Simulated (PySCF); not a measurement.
Compound: 1,2-dichloropropane, C3H6Cl2.
SMILES with atom numbers: `[CH3:1][C@@H:2]([Cl:3])[CH2:4][Cl:5]` (hydrogens: H6, H7, H8 on C1; H9 on C2; H10, H11 on C4)

Geometry (PBE0-D3(BJ)/def2-TZVP, Å), atoms numbered from 1 in this order:
```
atom  x, y, z in Å
C1     1.1479    0.2597    0.5693
C2     0.0062    0.4251   -0.4021
Cl3    0.6057    0.2409   -2.0872
C4    -1.1048   -0.5894   -0.2370
Cl5   -1.9292   -0.3710    1.3297
H6     1.9213    1.0044    0.3825
H7     1.5912   -0.7336    0.4741
H8     0.7811    0.3836    1.5901
H9    -0.4103    1.4316   -0.3501
H10   -0.7117   -1.6051   -0.2622
H11   -1.8576   -0.4710   -1.0130
```

Level of theory: PySCF 2.14.0, density-fitted response routines, TDDFT CAM-B3LYP/aug-cc-pVTZ, vertical, gas phase, core orbitals frozen in the response. Isolated species at its PBE0-D3(BJ)/def2-TZVP geometry (one conformer only).

Transition dipole moments from the ground state, in atomic units and in the frame of the coordinates above (overall signs are arbitrary), for the states with f of 0.002 or more among the lowest 8:

```csv
state,E (eV),μx,μy,μz
S1,7.248,0.239,0.145,-0.121
S3,7.341,-0.060,0.077,-0.086
S4,7.511,0.090,0.085,0.018
S5,7.771,-0.062,-0.002,-0.095
S6,7.793,0.253,-0.245,0.159
S7,7.838,0.117,-0.240,0.218
S8,8.095,0.514,0.375,-0.102
```

Question: What oscillator strength does each state have?

Answer: f = (2/3) ΔE |μ|² with ΔE in hartree (27.2114 eV).

| state | \|μ\|² (au) | \|μ\| (D) | f |
| --- | --- | --- | --- |
| S1 | 0.093 | 0.77 | 0.017 |
| S3 | 0.017 | 0.33 | 0.003 |
| S4 | 0.016 | 0.32 | 0.003 |
| S5 | 0.013 | 0.29 | 0.002 |
| S6 | 0.149 | 0.98 | 0.029 |
| S7 | 0.119 | 0.88 | 0.023 |
| S8 | 0.416 | 1.64 | 0.082 |

Question: Which bond between heavy atoms lies closest to the direction of the S8 transition dipole?

Answer: C2–C4, at 7° from it; next C1–C2 and C4–Cl5 at 64°.

Question: What angle do the transition dipoles of S1 and S8 make?

Answer: |cos θ| = |μa·μb| / (|μa| |μb|) = 0.97, so θ ≈ 15° (taken between 0 and 90°, since the signs are arbitrary).

Question: What peak molar absorption coefficient would the strongest computed level give as a lone Gaussian band 0.5 eV wide at half height?

Answer: ε(max) = 2.175×10⁸ f / FWHM, with the width in cm⁻¹. S8: 2.175×10⁸ × 0.0824 / 4033 ≈ 4400 L mol⁻¹ cm⁻¹.

Without π bonds the low states may be Rydberg-like; a valence basis with one diffuse set may place them up to an eV too high.
